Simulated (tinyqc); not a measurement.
RHF in the sto-6g basis, for OH-, spin multiplicity 1, step by step. The basis has no diffuse functions, so it cannot describe the extra electron: this is an exercise in the method, not the real anion. One step of it, computed by the program tinyqc.

Task: Iteration 3: building the Fock matrix. J_ij = sum D_kl (ij|kl), K_ij = sum D_kl (ik|jl); F = H + J - 0.5 K; E = tr D H + tr D J / 2 - 0.25 tr D K + E_nn.

D after iteration 2, lower triangle:
```
            1O 1s      1O 2s    1O 2px    1O 2py    1O 2pz     2H 1s
1O 1s    2.113954
1O 2s   -0.498134   2.193976
1O 2px   0.000000   0.000000  2.000000
1O 2py   0.000000   0.000000  0.000000  2.000000
1O 2pz   0.047994  -0.263449  0.000000  0.000000  0.337940
2H 1s    0.044802  -0.348628  0.000000  0.000000  0.688496  1.420530
```

core Hamiltonian H = T + V (hartree), lower triangle:
```
             1O 1s      1O 2s     1O 2px     1O 2py     1O 2pz      2H 1s
1O 1s   -32.329595
1O 2s    -7.139411  -8.555696
1O 2px    0.000000   0.000000  -6.848390
1O 2py    0.000000   0.000000   0.000000  -6.848390
1O 2pz   -0.008532  -0.100974   0.000000   0.000000  -6.903046
2H 1s    -0.732202  -1.812684   0.000000   0.000000  -1.433923  -3.632860
```

Two-electron integrals (ij|kl) in chemists' order, unique and non-zero (hartree):
```
(11|11) 4.787491   (21|11) 0.675884   (21|21) 0.121505   (22|11) 1.117379
(22|21) 0.249212   (22|22) 0.817383   (31|31) 0.025762   (32|31) 0.039145
(32|32) 0.180664   (33|11) 1.117381   (33|21) 0.249212   (33|22) 0.817382
(33|33) 0.880663   (41|41) 0.025762   (42|41) 0.039145   (42|42) 0.180664
(43|43) 0.047461   (44|11) 1.117381   (44|21) 0.249212   (44|22) 0.817382
(44|33) 0.785741   (44|44) 0.880663   (51|51) 0.025762   (52|51) 0.039145
(52|52) 0.180664   (53|53) 0.047461   (54|54) 0.047461   (55|11) 1.117381
(55|21) 0.249212   (55|22) 0.817382   (55|33) 0.785741   (55|44) 0.785741
(55|55) 0.880663   (61|11) 0.073081   (61|21) 0.012609   (61|22) 0.025355
(61|33) 0.025302   (61|44) 0.025302   (61|51) 0.000618   (61|52) 0.001218
(61|55) 0.025460   (61|61) 0.001333   (62|11) 0.204999   (62|21) 0.046496
(62|22) 0.172415   (62|33) 0.169418   (62|44) 0.169418   (62|51) 0.003738
(62|52) 0.029270   (62|55) 0.178408   (62|61) 0.004867   (62|62) 0.048435
(63|31) 0.004789   (63|32) 0.028153   (63|53) 0.005839   (63|63) 0.006288
(64|41) 0.004789   (64|42) 0.028153   (64|54) 0.005839   (64|64) 0.006288
(65|11) 0.161354   (65|21) 0.037067   (65|22) 0.146388   (65|33) 0.140173
(65|44) 0.140173   (65|51) 0.007282   (65|52) 0.050679   (65|55) 0.158818
(65|61) 0.004028   (65|62) 0.049929   (65|65) 0.057018   (66|11) 0.395096
(66|21) 0.091227   (66|22) 0.388826   (66|33) 0.375423   (66|44) 0.375423
(66|51) 0.008018   (66|52) 0.088947   (66|55) 0.415631   (66|61) 0.009595
(66|62) 0.149433   (66|65) 0.174853   (66|66) 0.774999
```

nuclear repulsion = 3.18781452 hartree

Give: Coulomb J; exchange K; Fock matrix F; total energy of this density.

Result:

Coulomb J (hartree), lower triangle:
```
          1O 1s   1O 2s  1O 2px  1O 2py  1O 2pz   2H 1s
1O 1s   17.3929
1O 2s    3.0849  8.0888
1O 2px   0.0000  0.0000  8.1159
1O 2py   0.0000  0.0000  0.0000  8.1159
1O 2pz   0.0007  0.0844  0.0000  0.0000  8.0347
2H 1s    0.3227  1.7359  0.0000  0.0000  1.5061  4.4318
```

exchange K (hartree), lower triangle:
```
         1O 1s    1O 2s  1O 2px  1O 2py  1O 2pz   2H 1s
1O 1s   9.8260
1O 2s   1.5233   2.5787
1O 2px  0.0000   0.0000  2.2819
1O 2py  0.0000   0.0000  0.0000  2.2819
1O 2pz  0.0011  -0.0799  0.0000  0.0000  1.1643
2H 1s   0.1729   0.6142  0.0000  0.0000  0.6072  1.3611
```

Fock matrix F (hartree), lower triangle:
```
           1O 1s    1O 2s  1O 2px  1O 2py   1O 2pz   2H 1s
1O 1s   -19.8497
1O 2s    -4.8161  -1.7562
1O 2px    0.0000   0.0000  0.1266
1O 2py    0.0000   0.0000  0.0000  0.1266
1O 2pz   -0.0084   0.0234  0.0000  0.0000   0.5495
2H 1s    -0.4960  -0.3839  0.0000  0.0000  -0.2314  0.1184
```

total energy of this density = -74.750621 hartree
